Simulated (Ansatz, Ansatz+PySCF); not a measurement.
```yaml
atoms:
  - { symbol: C, position_ang: [0.0322, -0.2933, -1.2827] }
  - { symbol: C, position_ang: [-0.0433, 0.6039, -0.0050] }
  - { symbol: C, position_ang: [0.0374, -0.2624, 1.3038] }
  - { symbol: H, position_ang: [0.0328, 0.3817, -2.1374] }
  - { symbol: H, position_ang: [0.8800, -0.9197, -1.3690] }
  - { symbol: H, position_ang: [-0.9103, -0.9491, -1.3021] }
  - { symbol: H, position_ang: [-0.8790, 1.2199, -0.0419] }
  - { symbol: H, position_ang: [0.9135, 1.2110, -0.0040] }
  - { symbol: H, position_ang: [0.0069, 0.3543, 2.2199] }
  - { symbol: H, position_ang: [-0.9353, -0.9148, 1.3071] }
  - { symbol: H, position_ang: [0.8800, -0.8857, 1.2771] }
```

RHF on singlet C₃H₈ was run in several spherical basis sets with Ansatz (development build ahead of 0.2.0).

**Question.** Rank the basis sets by the total energy that they give, lowest first, with the distance from the lowest.
A. cc-pVDZ
B. 6-31G
C. 6-31G(d)
D. STO-3G
E. def2-SVP
F. cc-pVTZ
G. def2-TZVP

**Answer.** G (0.00 eV), F (0.01 eV), A (0.97 eV), C (1.24 eV), B (2.51 eV), E (3.44 eV), D (38.81 eV).

Totals follow the description of the cores as much as that of the bonds, so this order isn't one of quality for chemistry.
